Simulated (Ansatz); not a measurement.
Born–Oppenheimer molecular dynamics of C₂H (3 atoms, charge 0, multiplicity 2). It starts from a relaxed structure.

These are results of UKS LDA/def2-SVPD (Ansatz), not measurements.

```yaml
ensemble: NVE (velocity Verlet)
time_step: 2.5 fs
steps_asked: 120
starting_velocities_drawn_for: 300 K
seed: 275164
```

First frame:

```xyz
3
Properties=species:S:1:pos:R:3
C 0.625 0.890 0.443
C -0.024 -0.034 -0.017
H -0.602 -0.856 -0.426
```

Problem. How far do the bonds stretch over the last three quarters of this one trajectory? (Pairs bonded in most of those frames.)

Solution. 
```
 bond  mean (Å)  spread (Å)  shortest  longest
C1–C2     1.226       0.006      1.21     1.24
C2–H3     1.090       0.024      1.05     1.12
```

Mean temperature of the second half: 171 K. The conserved energy wandered by up to 5.8 meV per atom (net 3.2 meV per atom), which is poor conservation. The temperature averaged 0.57 of the 300 K drawn at the start: a run that starts near a minimum puts about half its kinetic energy into the potential. A step of 2.5 fs is long for free X–H stretches (periods near 10 fs) and can bias their spread and the temperature. A run of 0.3 ps of so small a system gives no equilibrium averages.

Run time: 75 s on 1 thread of Arm Neoverse N1, with other jobs on the host, peak memory 0.09 GiB.
